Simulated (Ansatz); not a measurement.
## AsH2⁺, singlet in cc-pVDZ: errors against full CI

Geometry: a point of a bend scan, not a stationary point.

```csv
atom,x (Å),y (Å),z (Å)
As,0.0000,-0.0336,0.0000
H,0.0000,1.2474,-0.8366
H,0.0000,1.2474,0.8366
```

Basis cc-pVDZ; Ansatz 0.2.0. Only valence electrons are correlated (noble-gas cores and the filled d shells of p-block atoms frozen), which leaves 6 electrons in 23 orbitals. R marks a restricted (for open shells ROHF) determinant. Active spaces: pair = (2e, 2o) about the gap; valence = (6e, 6o) chosen from the atoms' valence shells. No spin–orbit coupling is included, and no scalar relativity.

Full CI is exact within this basis and frozen core; it isn't the basis-set limit.

```
UHF ⟨S²⟩                          : 0.000
T1 diagnostic (RCCSD)             : 0.0123
largest doubles amplitude (RCCSD) : 0.082
```

Task: From what is known of these methods and the diagnostics, rank them by the size of their error in total energy against full CI in cc-pVDZ, smallest first (an estimate: the text doesn't fix the numbers).
A. CISD
B. MRCISD+Q (valence space)
C. RCCSD
D. MRCISD (pair space)
E. RHF

Result: B (0.3 kJ/mol), C (8.1 kJ/mol), D (14.4 kJ/mol), A (20.7 kJ/mol), E (324.0 kJ/mol).

All errors are against full CI in cc-pVDZ. Within each family the higher level lies nearer, as is usual though not guaranteed.

The full-CI state has the irrep A1 of C2v, in the program's axes.

Natural occupations of full CI about the gap: 1.963 1.936 1.918 0.054 0.047 0.028 0.011 0.008 0.007 0.006; effectively unpaired electrons, Σ n²(2−n)², 0.07.
